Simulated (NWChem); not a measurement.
Program: NWChem. System: hydrogen cyanide (CHN), charge 0, spin multiplicity 1, at a geometry optimised with PBE/def2-SVP. Level: PBE0/def2-SVP.

Output (cleaned and shortened):

```
             Northwest Computational Chemistry Package (NWChem) 7.3.0
             --------------------------------------------------------

                                NWChem Input Module
                                -------------------

 Scaling coordinates for geometry "geometry" by  1.889725989
 (inverse scale =  0.529177249)

                             Geometry "geometry" -> ""
                             -------------------------

 Output coordinates in angstroms (scale by  1.889725989 to convert to a.u.)

  No.       Tag          Charge          X              Y              Z
 ---- ---------------- ---------- -------------- -------------- --------------
    1 C                    6.0000     0.00000000     0.00000000    -0.50597000
    2 N                    7.0000     0.00000000     0.00000000     0.66127700
    3 H                    1.0000     0.00000000     0.00000000    -1.59311700

 Effective nuclear repulsion energy (a.u.)      23.6045764770

            Nuclear Dipole moment (a.u.)
            ----------------------------
        X                 Y               Z
 ---------------- ---------------- ----------------
     0.0000000000     0.0000000000     0.0000037795


 Summary of "ao basis" -> "" (spherical)
 ------------------------------------------------------------------------------
       Tag                 Description            Shells   Functions and Types
 ---------------- ------------------------------  ------  ---------------------
 *                          def2-svp                  on all atoms

                                 NWChem DFT Module
                                 -----------------

 Summary of "ao basis" -> "ao basis" (spherical)
 ------------------------------------------------------------------------------
       Tag                 Description            Shells   Functions and Types
 ---------------- ------------------------------  ------  ---------------------
 C                          def2-svp                 6       14   3s2p1d
 N                          def2-svp                 6       14   3s2p1d
 H                          def2-svp                 3        5   2s1p

 Summary of "ao basis" -> "ao basis" (spherical)
 ------------------------------------------------------------------------------
       Tag                 Description            Shells   Functions and Types
 ---------------- ------------------------------  ------  ---------------------
 C                          def2-svp                 6       14   3s2p1d
 N                          def2-svp                 6       14   3s2p1d
 H                          def2-svp                 3        5   2s1p

            General Information
            -------------------
          SCF calculation type: DFT
          Wavefunction type:  closed shell.
          No. of atoms     :     3
          No. of electrons :    14
           Alpha electrons :     7
            Beta electrons :     7
          Charge           :     0
          Spin multiplicity:     1
          Use of symmetry is: off; symmetry adaption is: off
          Maximum number of iterations: 100
          AO basis - number of functions:    33
                     number of shells:    15
          Convergence on energy requested:  1.00D-06
          Convergence on density requested:  1.00D-05
          Convergence on gradient requested:  5.00D-04

              XC Information
              --------------
                         PBE0 Method XC Functional
                     Hartree-Fock (Exact) Exchange  0.250
          PerdewBurkeErnzerhof Exchange Functional  0.750
            Perdew 1991 LDA Correlation Functional  1.000 local
           PerdewBurkeErnz. Correlation Functional  1.000 non-local

             Grid Information
             ----------------
          Grid used for XC integration:  medium
          Radial quadrature: Mura-Knowles
          Angular quadrature: Lebedev.
          Tag              B.-S. Rad. Rad. Pts. Rad. Cut. Ang. Pts.
          ---              ---------- --------- --------- ---------
          C                   0.70       49           6.0       434
          N                   0.65       49           7.0       434
[...]
          using up to (NFOCK): 10 stored Fock matrices.

                    Damping( 0%)  Levelshifting(0.5)       DIIS
                  --------------- ------------------- ---------------
          dE  on:    start            ASAP                start
          dE off:    2 iters        100 iters           100 iters

      Screening Tolerance Information
      -------------------------------
          Density screening/tol_rho:  1.00D-10
          AO Gaussian exp screening on grid/accAOfunc:  14
          CD Gaussian exp screening on grid/accCDfunc:  20
          XC Gaussian exp screening on grid/accXCfunc:  20
          Schwarz screening/accCoul:  1.00D-08

      Superposition of Atomic Density Guess
      -------------------------------------

 Sum of atomic energies:         -92.36827113

      Non-variational initial energy
      ------------------------------

 Total energy =     -92.956993
 1-e energy   =    -170.745350
 2-e energy   =      54.183781
 HOMO         =      -0.443520
 LUMO         =       0.044048

------------------------------------------------------------
EAF file 0: "./mol.aoints.0" size=524288 bytes
------------------------------------------------------------
               write      read    awrite     aread      wait
               -----      ----    ------     -----      ----
     calls:        1         0         0         0         0
   data(b): 5.24e+05  0.00e+00  0.00e+00  0.00e+00
   time(s): 0.00e+00  0.00e+00  0.00e+00  0.00e+00  0.00e+00
rate(mb/s): 0.00e+00  0.00e+00
------------------------------------------------------------

   convergence    iter        energy       DeltaE   RMS-Dens  Diis-err    time
 ---------------- ----- ----------------- --------- --------- ---------  ------
 d= 0,ls=0.0,diis     1    -93.1702715568 -1.17D+02  3.12D-02  4.51D-01     0.3
 d= 0,ls=0.0,diis     2    -92.9528198507  2.17D-01  2.18D-02  2.37D+00     0.3
 d= 0,ls=0.0,diis     3    -93.2360272216 -2.83D-01  1.69D-03  2.55D-03     0.4
 d= 0,ls=0.0,diis     4    -93.2363270862 -3.00D-04  4.60D-04  3.07D-04     0.5
 d= 0,ls=0.0,diis     5    -93.2363687034 -4.16D-05  1.03D-04  1.73D-05     0.5
  Resetting Diis
 d= 0,ls=0.0,diis     6    -93.2363711483 -2.44D-06  1.60D-05  5.61D-07     0.6
 d= 0,ls=0.0,diis     7    -93.2363712154 -6.72D-08  3.86D-06  6.85D-09     0.6

         Total DFT energy =      -93.236371215449
      One electron energy =     -172.101535090129
           Coulomb energy =       67.709345633674
    Exchange-Corr. energy =      -12.448758236038
 Nuclear repulsion energy =       23.604576477043

 Numeric. integr. density =       14.000000478359

     Total iterative time =      0.5s

                       DFT Final Molecular Orbital Analysis
                       ------------------------------------

 Vector    5  Occ=2.000000D+00  E=-3.956056D-01
              MO Center= -1.3D-08,  1.2D-08,  8.2D-01, r^2= 8.3D-01
   Bfn.  Coefficient  Atom+Function         Bfn.  Coefficient  Atom+Function
  ----- ------------  ---------------      ----- ------------  ---------------
    20      0.496780  2 N  pz                17     -0.413164  2 N  s
    16     -0.318205  2 N  s                  6      0.252782  1 C  pz
    23     -0.251790  2 N  pz                 2      0.197359  1 C  s
    15     -0.151585  2 N  s                 29     -0.112055  3 H  s
     1     -0.085944  1 C  s                 30     -0.068764  3 H  s

 Vector    6  Occ=2.000000D+00  E=-3.758441D-01
              MO Center= -1.7D-10, -3.2D-10,  1.1D-01, r^2= 1.1D+00
   Bfn.  Coefficient  Atom+Function         Bfn.  Coefficient  Atom+Function
  ----- ------------  ---------------      ----- ------------  ---------------
    19     -0.336895  2 N  py                 5      0.317294  1 C  py
    18     -0.298222  2 N  px                 4      0.280871  1 C  px
    22      0.192680  2 N  py                 8      0.179930  1 C  py
    21      0.170561  2 N  px                 7      0.159276  1 C  px

 Vector    7  Occ=2.000000D+00  E=-3.758441D-01
              MO Center=  1.0D-08, -8.9D-09,  1.1D-01, r^2= 1.1D+00
   Bfn.  Coefficient  Atom+Function         Bfn.  Coefficient  Atom+Function
  ----- ------------  ---------------      ----- ------------  ---------------
    18     -0.336895  2 N  px                 4      0.317294  1 C  px
    19      0.298222  2 N  py                 5     -0.280871  1 C  py
    21      0.192680  2 N  px                 7      0.179930  1 C  px
    22     -0.170561  2 N  py                 8     -0.159276  1 C  py

 Vector    8  Occ=0.000000D+00  E= 1.817489D-02
              MO Center=  1.2D-10,  4.0D-11, -8.0D-02, r^2= 1.6D+00
   Bfn.  Coefficient  Atom+Function         Bfn.  Coefficient  Atom+Function
  ----- ------------  ---------------      ----- ------------  ---------------
     8      0.485164  1 C  py                22     -0.441179  2 N  py
     7      0.435322  1 C  px                21     -0.395856  2 N  px
    19      0.341792  2 N  py                 5      0.328586  1 C  py
    18      0.306679  2 N  px                 4      0.294830  1 C  px
    32      0.031178  3 H  py                11     -0.028999  1 C  d -1

 Vector    9  Occ=0.000000D+00  E= 1.817489D-02
              MO Center=  5.2D-09, -4.7D-09, -8.0D-02, r^2= 1.6D+00
   Bfn.  Coefficient  Atom+Function         Bfn.  Coefficient  Atom+Function
  ----- ------------  ---------------      ----- ------------  ---------------
     7      0.485164  1 C  px                21     -0.441179  2 N  px
     8     -0.435322  1 C  py                22      0.395856  2 N  py
    18      0.341792  2 N  px                 4      0.328586  1 C  px
    19     -0.306679  2 N  py                 5     -0.294830  1 C  py
    31      0.031178  3 H  px                13      0.028999  1 C  d  1

 Vector   10  Occ=0.000000D+00  E= 6.466222D-02
              MO Center= -4.5D-10,  3.9D-10, -1.9D+00, r^2= 2.0D+00
   Bfn.  Coefficient  Atom+Function         Bfn.  Coefficient  Atom+Function
  ----- ------------  ---------------      ----- ------------  ---------------
    30      2.112438  3 H  s                  3     -1.552033  1 C  s
     9      0.867901  1 C  pz                 6      0.248111  1 C  pz
    17     -0.244465  2 N  s                 29      0.233046  3 H  s
     2     -0.208489  1 C  s                 16      0.151479  2 N  s
    20      0.146748  2 N  pz                 1      0.121854  1 C  s

 center of mass
 --------------
 x =   0.00000000 y =   0.00000000 z =   0.11072721

 moments of inertia (a.u.)
 ------------------
          41.640671814790           0.000000000000           0.000000000000
           0.000000000000          41.640671814790           0.000000000000
           0.000000000000           0.000000000000           0.000000000000

     Multipole analysis of the density
     ---------------------------------

     L   x y z        total         alpha         beta         nuclear
     -   - - -        -----         -----         ----         -------
     0   0 0 0     -0.000000     -7.000000     -7.000000     14.000000

     1   1 0 0      0.000000      0.000000      0.000000      0.000000
     1   0 1 0     -0.000000     -0.000000     -0.000000      0.000000
     1   0 0 1     -1.146144     -0.573074     -0.573074      0.000004

     2   2 0 0     -8.596267     -4.298134     -4.298134      0.000000
     2   1 1 0     -0.000000     -0.000000     -0.000000      0.000000
     2   1 0 1      0.000000      0.000000      0.000000      0.000000
     2   0 2 0     -8.596267     -4.298134     -4.298134      0.000000
     2   0 1 1     -0.000000     -0.000000     -0.000000      0.000000
     2   0 0 2     -7.135834    -16.307808    -16.307808     25.479781

 Task  times  cpu:        0.6s     wall:        0.6s

 Total times  cpu:        0.6s     wall:        0.6s
```

Task: Write an NWChem input that would produce this output.

Result: This is not unique; one that fits is 
```
start mol
memory heap 200 mb stack 800 mb global 1000 mb
geometry units angstroms nocenter noautoz noautosym
  C      0.000000     0.000000    -0.505970
  N      0.000000     0.000000     0.661277
  H      0.000000     0.000000    -1.593117
end
basis spherical
  * library def2-svp
end
dft
  xc pbe0
  semidirect memsize 60000000 filesize 0
  iterations 100
end
task dft energy
```
